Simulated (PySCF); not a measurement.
SO2.
Bonds: O1–S2 (double), S2–O3 (double).

Method: PBE0-D3(BJ)/def2-TZVP geometry optimisation, gas phase in PySCF 2.14.0; density fitting, grid level 2; the optimiser is geomeTRIC in internal coordinates, started from a GFN2-xTB structure with every atom displaced at random (about 0.01 Å).

Step 0: E = -14923.0023 eV
```
atom  x, y, z in Å  |  force x, y, z in eV/Å
O1     -1.2105    0.2930    0.0108   -2.230   0.990   0.028
S2     -0.0561   -0.5004   -0.0086    1.377  -0.974  -0.023
O3      1.1835    0.1976   -0.0090    0.853  -0.016  -0.006
```

Step 1: E = -14923.0524 eV
```
atom  x, y, z in Å  |  force x, y, z in eV/Å
O1     -1.2568    0.2911    0.0112    0.554  -0.283  -0.010
S2     -0.0448   -0.4868   -0.0085   -0.521   0.230   0.008
O3      1.2185    0.1858   -0.0094   -0.033   0.054   0.002
```

Q: Estimate the geometry and energy of step 2. (The exact step hangs on the optimiser's Hessian estimate; all steps are aligned on step 1, rigid shifts and turns removed.)

A: E = -14923.0548 eV, largest force 0.303 eV/Å
```
atom  x, y, z in Å  |  force x, y, z in eV/Å
O1     -1.2488    0.2924    0.0111    0.190  -0.175  -0.006
S2     -0.0467   -0.4912   -0.0085   -0.229   0.199   0.005
O3      1.2124    0.1889   -0.0093    0.038  -0.024   0.000
```

The energy changes by -0.0024 eV. The first-order estimate −F·Δx gives -0.0044 eV and the mean of the old and new forces, exact on a quadratic surface, -0.0025 eV. The step makes an angle of 63° with the force vector and moves no atom by more than 0.008 Å.

The cost below is that of the whole optimisation. Time: 5.9 s of wall time; peak memory 0.38 GiB. Hardware: an AMD EPYC 9R45 with one thread (shared host).
